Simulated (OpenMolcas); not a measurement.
# A workflow on BH2O (SMILES B[O])

Wanted: a single-point energy (UHF/def2-TZVPPD), then the energy (CASSCF(3,3)/def2-TZVPPD), then the energy (CASPT2(3,3)/def2-TZVPPD), then a single-point energy, then the energy (SC-NEVPT2(3,3)/def2-TZVPPD), then the energy of BH2O. 

Program for the calculation: OpenMolcas 26.06.

## 1. The system as given

BH2O has 4 atoms, charge 0, and is taken as a doublet. SMILES: `B[O]`. The B1–H3 distance was set to 1.817 Å, away from the relaxed value. At this shape a bond of the SMILES string is far longer than usual.

Bond lengths: B1–O2 1.281 Å, B1–H4 1.211 Å. Angles: O2–B1–H4 119.9°. A long bond or contact: B1–H3 1.817 Å.

## 2. A single-point energy at UHF/def2-TZVPPD (RICD fitting) (run 1)

step1.inp

```
&GATEWAY
BASLIB
$CurrDir
COORD
4
bohr
B      0.99145615     0.52610731    -0.18604543
O      2.93107104    -0.09844717     1.12164505
H     -1.98912572    -1.11059204     0.28648248
H      1.15208287     2.20569589    -1.73278626
BASIS
def2-TZVPPD
GROUP
NoSym
RICD
&SEWARD
&SCF
UHF
SPIN
2
SCRAMBLE
0.25
PRORBITALS
0
```

The basis set def2-TZVPPD is read from a file made from the Basis Set Exchange's data (not shown).

Command:

```
export MOLCAS_MEM=1860
pymolcas step1.inp > step1.log
```

What it wrote, shortened:

```text
--- Start Module: gateway ---
[...]
--- Stop Module: gateway /rc=_RC_ALL_IS_WELL_ ---
--- Start Module: seward ---
[...]
      Basis functions          111
--- Stop Module: seward /rc=_RC_ALL_IS_WELL_ ---
--- Start Module: scf ---
[...]
       Convergence after  22 Iterations
[...]
::    Total SCF energy                               -100.6772563120
[...]
      Total spin, S                                     0.5944217274
[...]
      Total electronic charge=   15.000000
      Total            charge=   -0.000000
[...]
      Dipole Moment (debye):
      Origin of the operator (angstrom)=    1.0386    0.0970    0.2632
                   X= -7.3285E-01               Y=  6.4563E-01               Z= -8.8569E-01           Total=  1.3185E+00
      Quadrupole Moment (debye*angstrom):
[...]
--- Stop Module: scf /rc=_RC_ALL_IS_WELL_ ---
[...]
```

Wall time 4.8 s (1 thread of Intel Xeon 6975P-C (Granite Rapids), shared host); peak memory 0.087 GiB.

## 3. The energy at CASSCF(3,3)/def2-TZVPPD (RICD fitting) (run 2)

step2.inp

```
* BH2O CASSCF

&gateway
  baslib=$CurrDir
  coord
  4
  bohr
  B      0.99145615     0.52610731    -0.18604543
  O      2.93107104    -0.09844717     1.12164505
  H     -1.98912572    -1.11059204     0.28648248
  H      1.15208287     2.20569589    -1.73278626
  basis=def2-TZVPPD
  group=NoSym
  ricd

&seward

&rasscf
  fileorb=$CurrDir/step1.UnaOrb
  spin=2
  nactel=3 0 0
  inactive=6
  ras2=3
  orblisting=Few
```

The basis set def2-TZVPPD is read from a file made from the Basis Set Exchange's data (not shown).

Command:

```
export MOLCAS_MEM=1860
pymolcas step2.inp > step2.log
```

What it wrote, shortened:

```text
--- Start Module: gateway ---
[...]
--- Stop Module: gateway /rc=_RC_ALL_IS_WELL_ ---
--- Start Module: seward ---
[...]
      Basis functions          111
--- Stop Module: seward /rc=_RC_ALL_IS_WELL_ ---
--- Start Module: rasscf ---
[...]
      Number of active orbitals                  3
[...]
      Spin quantum number                      0.5
[...]
      Active orbitals                            3
[...]
      Number of CSFs                             8
[...]
      Number of root(s) required                 1
[...]
      Convergence after 12 iterations
[...]
      printout of CI-coefficients larger than  0.05 for root  1
      energy=    -100.697165
      conf/sym  111     Coeff  Weight
             1  2u0  -0.96117 0.92384
             4  udu   0.19459 0.03787
             6  uud   0.11239 0.01263
             8  0u2  -0.15074 0.02272
      Natural orbitals and occupation numbers for root  1
      sym 1:   1.900054   0.999826   0.100120
      ************************************************************************************************************************
      *                                                    Final results                                                     *
[...]
::    RASSCF root number  1 Total energy:   -100.69716482
[...]
      Total electronic charge=   15.000000
      Total            charge=   -0.000000
[...]
      Dipole Moment (debye):
      Origin of the operator (angstrom)=    1.0386    0.0970    0.2632
                   X= -7.1796E-01               Y=  6.2361E-01               Z= -8.5918E-01           Total=  1.2816E+00
      Quadrupole Moment (debye*angstrom):
[...]
--- Stop Module: rasscf /rc=_RC_ALL_IS_WELL_ ---
[...]
```

Wall time 4.8 s (1 thread of Intel Xeon 6975P-C (Granite Rapids), shared host); peak memory 0.092 GiB.

## 4. The energy at CASPT2(3,3)/def2-TZVPPD (RICD fitting) (run 3)

step3.inp

```
&GATEWAY
  BasLib=$CurrDir
  Coord
  4
  bohr
  B      0.99145615     0.52610731    -0.18604543
  O      2.93107104    -0.09844717     1.12164505
  H     -1.98912572    -1.11059204     0.28648248
  H      1.15208287     2.20569589    -1.73278626
  Basis=def2-TZVPPD
  Group=NoSym
  RICD

&SEWARD

&RASSCF
  FileOrb=$CurrDir/step2.RasOrb
  Spin=2
  Nactel=3 0 0
  Inactive=6
  Ras2=3
  OrbListing=Few

&CASPT2
  IPEA=0.25
  Imaginary=0.1
  Frozen=2
```

The basis set def2-TZVPPD is read from a file made from the Basis Set Exchange's data (not shown).

Command:

```
export MOLCAS_MEM=1860
pymolcas step3.inp > step3.log
```

What it wrote, shortened:

```text
--- Start Module: gateway ---
[...]
--- Stop Module: gateway /rc=_RC_ALL_IS_WELL_ ---
[...]
      Basis functions          111
[...]
--- Start Module: rasscf ---
[...]
      Number of active orbitals                  3
[...]
      Spin quantum number                      0.5
[...]
      Active orbitals                            3
[...]
      Number of CSFs                             8
[...]
      Number of root(s) required                 1
[...]
      Convergence after  4 iterations
[...]
      printout of CI-coefficients larger than  0.05 for root  1
      energy=    -100.697165
      conf/sym  111     Coeff  Weight
             1  2u0  -0.96117 0.92384
             4  udu   0.19460 0.03787
             6  uud   0.11239 0.01263
             8  0u2  -0.15073 0.02272
      Natural orbitals and occupation numbers for root  1
      sym 1:   1.900056   0.999826   0.100118
      ************************************************************************************************************************
      *                                                    Final results                                                     *
[...]
::    RASSCF root number  1 Total energy:   -100.69716482
[...]
      Total electronic charge=   15.000000
      Total            charge=   -0.000000
[...]
      Dipole Moment (debye):
      Origin of the operator (angstrom)=    1.0386    0.0970    0.2632
                   X= -7.1807E-01               Y=  6.2359E-01               Z= -8.5920E-01           Total=  1.2817E+00
      Quadrupole Moment (debye*angstrom):
[...]
--- Stop Module: rasscf /rc=_RC_ALL_IS_WELL_ ---
[...]
--- Start Module: caspt2 ---
[...]
 ###    WARNING: User changed nr of frozen orbitals.                         ###
 ###############################################################################
[...]
      E2 (Variational):          -0.2971366607
      Total energy:            -100.9943014790
[...]
      Reference weight:           0.91984
[...]
::    CASPT2 Root  1     Total energy:   -100.99430148
[...]
--- Stop Module: caspt2 /rc=_RC_ALL_IS_WELL_ ---
[...]
```

It took 4.5 s on 1 thread of Intel Xeon 6975P-C (Granite Rapids), shared host; peak memory 0.11 GiB.

## 5. A single-point energy at CASPT2[IPEA 0](3,3)/def2-TZVPPD (RICD fitting) (run 4)

step4.input

```
&GATEWAY
  BasLib=$CurrDir
  Coord
  4
  bohr
  B      0.99145615     0.52610731    -0.18604543
  O      2.93107104    -0.09844717     1.12164505
  H     -1.98912572    -1.11059204     0.28648248
  H      1.15208287     2.20569589    -1.73278626
  Basis=def2-TZVPPD
  Group=NoSym
  RICD

&SEWARD

&RASSCF
  FileOrb=$CurrDir/step2.RasOrb
  Spin=2
  Nactel=3 0 0
  Inactive=6
  Ras2=3
  OrbListing=Few

&CASPT2
  IPEA=0
  Imaginary=0.1
  Frozen=2
```

The basis set def2-TZVPPD is read from a file made from the Basis Set Exchange's data (not shown).

Command:

```
export MOLCAS_MEM=1860
pymolcas step4.input > step4.log
```

What it wrote, shortened:

```text
--- Start Module: gateway ---
[...]
--- Stop Module: gateway /rc=_RC_ALL_IS_WELL_ ---
[...]
      Basis functions          111
[...]
--- Start Module: rasscf ---
[...]
      Number of active orbitals                  3
[...]
      Spin quantum number                      0.5
[...]
      Active orbitals                            3
[...]
      Number of CSFs                             8
[...]
      Number of root(s) required                 1
[...]
      Convergence after  4 iterations
[...]
      printout of CI-coefficients larger than  0.05 for root  1
      energy=    -100.697165
      conf/sym  111     Coeff  Weight
             1  2u0  -0.96117 0.92384
             4  udu   0.19460 0.03787
             6  uud   0.11239 0.01263
             8  0u2  -0.15073 0.02272
      Natural orbitals and occupation numbers for root  1
      sym 1:   1.900056   0.999826   0.100118
      ************************************************************************************************************************
      *                                                    Final results                                                     *
[...]
::    RASSCF root number  1 Total energy:   -100.69716482
[...]
      Total electronic charge=   15.000000
      Total            charge=   -0.000000
[...]
      Dipole Moment (debye):
      Origin of the operator (angstrom)=    1.0386    0.0970    0.2632
                   X= -7.1807E-01               Y=  6.2359E-01               Z= -8.5920E-01           Total=  1.2817E+00
      Quadrupole Moment (debye*angstrom):
[...]
--- Stop Module: rasscf /rc=_RC_ALL_IS_WELL_ ---
[...]
--- Start Module: caspt2 ---
[...]
 ###    WARNING: User changed nr of frozen orbitals.                         ###
 ###############################################################################
[...]
      E2 (Variational):          -0.3023169677
      Total energy:            -100.9994817860
[...]
      Reference weight:           0.91472
[...]
::    CASPT2 Root  1     Total energy:   -100.99948179
[...]
--- Stop Module: caspt2 /rc=_RC_ALL_IS_WELL_ ---
[...]
```

Wall time 4.8 s (1 thread of Intel Xeon 6975P-C (Granite Rapids), shared host); peak memory 0.11 GiB.

## 6. The energy at SC-NEVPT2(3,3)/def2-TZVPPD (RICD fitting) (run 5)

step5.input

```
* BH2O NEVPT2
>>> EXPORT MOLCAS_PRINT=2
&gateway
baslib = $CurrDir
coord
4
bohr
B      0.99145615     0.52610731    -0.18604543
O      2.93107104    -0.09844717     1.12164505
H     -1.98912572    -1.11059204     0.28648248
H      1.15208287     2.20569589    -1.73278626
basis = def2-TZVPPD
group = NoSym
ricd
&seward
&rasscf
fileorb = $CurrDir/step2.RasOrb
spin = 2
nactel = 3 0 0
inactive = 6
ras2 = 3
orblisting = Few
&caspt2
sc-nevpt2
frozen = 2
```

The basis set def2-TZVPPD is read from a file made from the Basis Set Exchange's data (not shown).

Command:

```
export MOLCAS_MEM=1860
pymolcas step5.input > step5.log
```

What it wrote, shortened:

```text
--- Start Module: gateway ---
[...]
--- Stop Module: gateway /rc=_RC_ALL_IS_WELL_ ---
[...]
      Basis functions          111
[...]
--- Start Module: rasscf ---
[...]
      Number of active orbitals                  3
[...]
      Spin quantum number                      0.5
[...]
      Active orbitals                            3
[...]
      Number of CSFs                             8
[...]
      Number of root(s) required                 1
[...]
      Convergence after  4 iterations
[...]
      printout of CI-coefficients larger than  0.05 for root  1
      energy=    -100.697165
      conf/sym  111     Coeff  Weight
             1  2u0  -0.96117 0.92384
             4  udu   0.19460 0.03787
             6  uud   0.11239 0.01263
             8  0u2  -0.15073 0.02272
      Natural orbitals and occupation numbers for root  1
      sym 1:   1.900056   0.999826   0.100118
      ************************************************************************************************************************
      *                                                    Final results                                                     *
[...]
::    RASSCF root number  1 Total energy:   -100.69716482
[...]
      Total electronic charge=   15.000000
      Total            charge=   -0.000000
[...]
      Dipole Moment (debye):
      Origin of the operator (angstrom)=    1.0386    0.0970    0.2632
                   X= -7.1807E-01               Y=  6.2359E-01               Z= -8.5920E-01           Total=  1.2817E+00
      Quadrupole Moment (debye*angstrom):
[...]
--- Stop Module: rasscf /rc=_RC_ALL_IS_WELL_ ---
[...]
--- Start Module: caspt2 ---
[...]
 ###    WARNING: User changed nr of frozen orbitals.                         ###
 ###############################################################################
[...]
      E2 (Variational):          -0.2941482915
[...]
      E2 (Variational):          -0.2935703073
      Total energy:            -100.9907351256
[...]
      Reference weight:           0.92197
[...]
::    SC-NEVPT2 Root  1     Total energy:   -100.99073513
[...]
--- Stop Module: caspt2 /rc=_RC_ALL_IS_WELL_ ---
[...]
```

Run time: 4.2 s. Hardware: 1 thread of Intel Xeon 6975P-C (Granite Rapids), shared host; peak memory 0.11 GiB.

## 7. The energy at PC-NEVPT2(3,3)/def2-TZVPPD (RICD fitting) (run 6)

step6.input

```
&GATEWAY
 BasLib = $CurrDir
 Coord
 4
 bohr
 B      0.99145615     0.52610731    -0.18604543
 O      2.93107104    -0.09844717     1.12164505
 H     -1.98912572    -1.11059204     0.28648248
 H      1.15208287     2.20569589    -1.73278626
 Basis = def2-TZVPPD
 Group = NoSym
 RICD

&SEWARD

&RASSCF
 FileOrb = $CurrDir/step2.RasOrb
 Spin = 2
 Nactel = 3 0 0
 Inactive = 6
 Ras2 = 3
 OrbListing = Few

&CASPT2
 PC-NEVPT2
 Frozen = 2
```

The basis set def2-TZVPPD is read from a file made from the Basis Set Exchange's data (not shown).

Command:

```
export MOLCAS_MEM=1860
pymolcas step6.input > step6.log
```

What it wrote, shortened:

```text
--- Start Module: gateway ---
[...]
--- Stop Module: gateway /rc=_RC_ALL_IS_WELL_ ---
[...]
      Basis functions          111
[...]
--- Start Module: rasscf ---
[...]
      Number of active orbitals                  3
[...]
      Spin quantum number                      0.5
[...]
      Active orbitals                            3
[...]
      Number of CSFs                             8
[...]
      Number of root(s) required                 1
[...]
      Convergence after  4 iterations
[...]
      printout of CI-coefficients larger than  0.05 for root  1
      energy=    -100.697165
      conf/sym  111     Coeff  Weight
             1  2u0  -0.96117 0.92384
             4  udu   0.19460 0.03787
             6  uud   0.11239 0.01263
             8  0u2  -0.15073 0.02272
      Natural orbitals and occupation numbers for root  1
      sym 1:   1.900056   0.999826   0.100118
      ************************************************************************************************************************
      *                                                    Final results                                                     *
[...]
::    RASSCF root number  1 Total energy:   -100.69716482
[...]
      Total electronic charge=   15.000000
      Total            charge=   -0.000000
[...]
      Dipole Moment (debye):
      Origin of the operator (angstrom)=    1.0386    0.0970    0.2632
                   X= -7.1807E-01               Y=  6.2359E-01               Z= -8.5920E-01           Total=  1.2817E+00
      Quadrupole Moment (debye*angstrom):
[...]
--- Stop Module: rasscf /rc=_RC_ALL_IS_WELL_ ---
[...]
--- Start Module: caspt2 ---
[...]
 ###    WARNING: User changed nr of frozen orbitals.                         ###
 ###############################################################################
[...]
      E2 (Variational):          -0.2941482915
[...]
      E2 (Variational):          -0.2935703073
      Total energy:            -100.9907351256
[...]
      Reference weight:           0.92197
[...]
::    PC-NEVPT2 Root  1     Total energy:   -100.99131311
[...]
--- Stop Module: caspt2 /rc=_RC_ALL_IS_WELL_ ---
[...]
```

Wall time 4.5 s (1 thread of Intel Xeon 6975P-C (Granite Rapids), shared host); peak memory 0.11 GiB.

## 8. What came out

| quantity | value |
| --- | --- |
| run 1, UHF/def2-TZVPPD: total energy | -100.67726 Eh |
| run 1, UHF/def2-TZVPPD: dipole moment | 1.32 D |
| run 1, UHF/def2-TZVPPD: HOMO energy (highest over α and β) | -11.92 eV |
| run 1, UHF/def2-TZVPPD: LUMO energy (lowest over α and β) | 0.42 eV |
| run 1, UHF/def2-TZVPPD: ⟨S²⟩ | 0.948 |
| run 2, CASSCF(3,3)/def2-TZVPPD: total energy | -100.69716 Eh |
| run 2, CASSCF(3,3)/def2-TZVPPD: dipole moment (CASSCF density) | 1.28 D |
| run 3, CASPT2(3,3)/def2-TZVPPD: total energy | -100.99430 Eh |
| run 3, CASPT2(3,3)/def2-TZVPPD: dipole moment (CASSCF density) | 1.28 D |
| run 4, CASPT2[IPEA 0](3,3)/def2-TZVPPD: total energy | -100.99948 Eh |
| run 4, CASPT2[IPEA 0](3,3)/def2-TZVPPD: dipole moment (CASSCF density) | 1.28 D |
| run 5, SC-NEVPT2(3,3)/def2-TZVPPD: total energy | -100.99074 Eh |
| run 5, SC-NEVPT2(3,3)/def2-TZVPPD: dipole moment (CASSCF density) | 1.28 D |
| run 6, PC-NEVPT2(3,3)/def2-TZVPPD: total energy | -100.99131 Eh |
| run 6, PC-NEVPT2(3,3)/def2-TZVPPD: dipole moment (CASSCF density) | 1.28 D |

**Reading.** ⟨S²⟩ (run 1, UHF/def2-TZVPPD) is 0.95 where a pure doublet has 0.75: the reference is spin-contaminated. Mulliken charges (run 1, UHF/def2-TZVPPD) run from -0.29 on O2 to +0.35 on B1; in a basis this large or diffuse they mean little. Mulliken charges (run 3, CASPT2(3,3)/def2-TZVPPD) of the CASSCF density run from -0.29 on O2 to +0.35 on B1; in a basis this large or diffuse they mean little. Mulliken charges (run 4, CASPT2[IPEA 0](3,3)/def2-TZVPPD) of the CASSCF density run from -0.29 on O2 to +0.35 on B1; in a basis this large or diffuse they mean little. Mulliken charges (run 5, SC-NEVPT2(3,3)/def2-TZVPPD) of the CASSCF density run from -0.29 on O2 to +0.35 on B1; in a basis this large or diffuse they mean little. Mulliken charges (run 6, PC-NEVPT2(3,3)/def2-TZVPPD) of the CASSCF density run from -0.29 on O2 to +0.35 on B1; in a basis this large or diffuse they mean little.
